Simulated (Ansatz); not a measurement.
**Counterpoise correction, worked out**

The pair of H2O (SMILES O, atoms 1–3) and SiNH5 (SMILES [SiH3]N, atoms 4–10), both closed shells, in one local arrangement (a lower one may exist), relaxed at PBE0-D4/def2-TZVP:

```tsv
atom	x (Å)	y (Å)	z (Å)
O1	-0.3619	-0.4511	-2.4291
H2	-0.1620	-0.6001	-1.4898
H3	0.4214	-0.0345	-2.7926
Si4	0.0031	0.8059	1.1093
N5	0.0313	-0.8172	0.4870
H6	1.1552	1.5284	0.5138
H7	-1.2796	1.4171	0.6884
H8	0.1146	0.9058	2.5927
H9	-0.7840	-1.3881	0.6623
H10	0.8620	-1.3662	0.6580
```

Ansatz 0.2.0; basis: def2-TZVPPD; cores frozen in the correlated methods.

CCSD(T) total energies in eV:

| system | geometry | basis functions | energy |
| --- | --- | --- | --- |
| pair | pair | all | -11513.06565 |
| H2O | as in the pair | all (partner as ghosts) | -2077.34068 |
| SiNH5 | as in the pair | all (partner as ghosts) | -9435.52180 |
| H2O | as in the pair | its own | -2077.33120 |
| SiNH5 | as in the pair | its own | -9435.50510 |
| H2O | free (PBE0-D4 minimum) | its own | -2077.33568 |
| SiNH5 | free (PBE0-D4 minimum) | its own | -9435.50778 |

Question: Work out the interaction energy with and without the counterpoise correction, the superposition error, and the binding energy from the relaxed fragments.

Answer: Without correction: -11513.06565 − (-2077.33120) − (-9435.50510) = -0.22935 eV.
With correction (each fragment in the whole basis): -11513.06565 − (-2077.34068) − (-9435.52180) = -0.20317 eV = -4.69 kcal/mol.
The superposition error is the difference, 0.02618 eV, 11 % of the uncorrected value: each fragment borrows its partner's functions.
Deformation from the free shapes: 0.00448 eV for H2O and 0.00268 eV for SiNH5.
Binding energy from relaxed fragments: -0.20317 + 0.00448 + 0.00268 = -0.19601 eV = -4.52 kcal/mol (electronic, without zero-point energy; negative means bound). For comparison, the corrected interaction energy by CCSD(T) at an estimated basis limit (MP2 extrapolated from triple and quadruple zeta, plus CCSD(T) − MP2 in triple zeta) is -0.221 eV; triple zeta with the correction binds less.

The T1 diagnostic stays at or below 0.011.

For scale, one of the runs: CCSD(T)/def2-TZVPPD, 244 basis functions, launched by `ansatz run in.yaml --threads 4 --pin off --events-out ev --progress --plain --max-ram 9574MiB`. Time: 18 s of wall clock on 4 CPU threads of an AMD EPYC 9R45; the host was shared. Peak host memory: 4.8 GiB.
